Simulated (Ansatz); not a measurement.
SiO2 (silicon dioxide molecule): methods side by side

SiO2 has 3 atoms, charge 0, and is taken as a singlet. As SMILES, `O=[Si]=O`. The shape is that of a PBE0-D4/def2-TZVP optimisation.

```xyz
3

O     0.6977    1.2296    0.5188
Si    0.0000    0.0000    0.0000
O    -0.6977   -1.2296   -0.5188
```

Each level gives the energy change with the O1–Si2 bond stretched from 1.506 to 2.259 Å (eV). The values are calculated.

```
                      level                   kind  program  value (eV)  less FCI/STO-3G
     HF/STO-3G (restricted)           Hartree–Fock   Ansatz        1.46            -1.09
  BHLYP/STO-3G (restricted)          global hybrid   Ansatz        2.75            +0.20
    MP2/STO-3G (restricted)    perturbation theory   Ansatz        2.78            +0.23
BCCD(T)/STO-3G (restricted)  coupled cluster or CI   Ansatz        2.72            +0.17
   CCSD/STO-3G (restricted)  coupled cluster or CI   Ansatz        2.18            -0.37
                 FCI/STO-3G     exact in the basis   Ansatz        2.55             0.00
```

FCI/STO-3G is exact within its basis and frozen core, so for wave-function methods in that basis the difference is their error; functionals converge differently with the basis, so for them it is only a difference. The first shape isn't each level's own minimum. The values span 1.46 to 2.78 eV. All rows use very small basis sets, so none should be taken for the real molecule's value.
